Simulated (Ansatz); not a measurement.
Cu (fcc, Cu type): values from a third-order Birch-Murnaghan fit to a volume scan beside measured ones. Computed values: PBEsol (plane waves to 420 eV, PAW, scalar-relativistic; Ansatz, a quantum-chemistry and plane-wave program). Cu is run without spin polarisation. Cu was relaxed with its symmetry unable to fall.

```tsv
quantity	reference	kind	PBEsol	difference
Lattice constant a (Å)	3.595	measured, corrected to the static lattice	3.563	-0.9 %
Bulk modulus B₀ (GPa)	144.3	measured, corrected to the static lattice	168	+16.6 %
```

PBEsol underestimates the lattice constant a by 0.9 %. PBEsol overestimates the bulk modulus B₀ by 16.6 %.

References as given in: Gábor I. Csonka, John P. Perdew, Adrienn Ruzsinszky et al., Physical Review B (2009), arXiv:0903.4037; Daniel Mejia-Rodriguez, S. B. Trickey, Physical Review B (2018), arXiv:1807.09216.

(Under strain, the slope of the energy per volume gives the stress and its curvature an elastic modulus.)
